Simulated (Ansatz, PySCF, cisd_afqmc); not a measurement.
System: C2HO, charge 0, doublet. C2HO (SMILES O=C=[CH], doublet).
B3LYP-D3(BJ)/def2-TZVP minimum from Ansatz (a program for electronic structure):
```
C
O 1 1.1710
C 1 1.2878 2 170.77
H 3 1.0711 1 137.10 2 -180.00
```
Charge 0, spin multiplicity 2.

Atomisation energy term by term, kcal/mol (programs: Ansatz, cisd_afqmc). Radicals and triplets start from unrestricted determinants; spin-orbit coupling is neglected. Correlated methods leave the cores frozen. Rows without X2C or -DK are non-relativistic. AFQMC is phaseless with a CISD trial state; ± is one standard error, without the phaseless bias. Outlying blocks are dropped, and bars are widened where a walk drifts. Over all cases where full CI ran beside it in this data, AFQMC minus full CI had a median of +0.1 mEh and passed +0.4 mEh in a tenth of the cases. CBS(X,Y): correlation extrapolated as X^-3, Hartree-Fock from the larger set. A bracket is a step between two methods taken in the basis named. 'core' is core correlation in cc-pwCVTZ, 'X2C' scalar relativity in cc-pVTZ-DK, both at CCSD(T). Where a partner has so few electrons that a lower coupled-cluster level is exact, that level stands in. The UHF reference of C2HO ([CH]=C=O, doublet) is spin-contaminated (<S^2> up to 0.07 over the pure value in the sets run).

| term | basis | kcal/mol |
|---|---|---|
| Hartree-Fock | cc-pVQZ | 280.62 |
| CCSD correlation | CBS(cc-pVTZ,cc-pVQZ) | 124.15 |
| (T) | CBS(cc-pVTZ,cc-pVQZ) | 12.98 |
| CCSDT(Q) - CCSD(T) | cc-pVTZ | 0.95 |
| core correlation | cc-pwCVTZ | 2.39 |
| scalar relativity | X2C, cc-pVTZ-DK | -0.43 |
| minus zero-point energy | Hessian by PySCF at B3LYP-D3(BJ)/def2-TZVP | -11.78 |
| sum: D0 |  | 408.9 |

The step beyond CCSD(T) by other levels: AFQMC/CISD in cc-pVDZ 1.24 ± 0.26; CCSDT(Q) in cc-pVDZ 1.44; AFQMC/CISD in cc-pVTZ 0.06 ± 0.58 kcal/mol.
